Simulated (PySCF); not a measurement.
# C4H6S: the cost of one run

The runs use PySCF 2.14.0, with density-fitted response routines of our own; the level of theory stands in each step. All values are computed, except where a source is named. Atoms are numbered from 0 throughout.

## (1) The molecule as given

11 atoms, charge 0, multiplicity 1; geometry from: GFN2-xTB. The atoms were then displaced at random by about 0.01 Å, so the start is not that level's minimum.

Bonds of the start (Å): C0–C1 1.22, C1–S2 1.70, S2–C3 1.80, C3–C4 1.51, C0–H5 1.04, C3–H6 1.11, C3–H7 1.08, C4–H8 1.07, C4–H9 1.10, C4–H10 1.09.

## (2) Optimising the geometry at PBE0-D3(BJ)/def2-SVP

What the job is given:

```
{"job": {"xc": "PBE0", "basis": "def2-SVP", "d3": "d3bj", "grid": 1, "shake": 0.01, "kind": "geom"}, "charge": 0, "multiplicity": 1}
C      2.660520    -0.003670     0.357980
C      1.719500    -0.411980    -0.297560
S      0.428200    -1.012180    -1.229020
C     -0.888810    -0.713580    -0.037500
C     -1.174450     0.755590     0.177280
H      3.433840     0.396500     0.923240
H     -1.775100    -1.205910    -0.487310
H     -0.650090    -1.218780     0.890400
H     -1.423910     1.258200    -0.730970
H     -1.999350     0.896280     0.894450
H     -0.292240     1.233700     0.610270
```

Command:

```console
$ OMP_NUM_THREADS=1 python probes_run.py task.json out
```

One launch serves the whole session: the jobs run in the order shown.

Q: Estimate the wall time and peak memory of this first job on 1 thread of Arm Neoverse V2, shared host.

About 20 s, with a peak of 0.43 GiB.
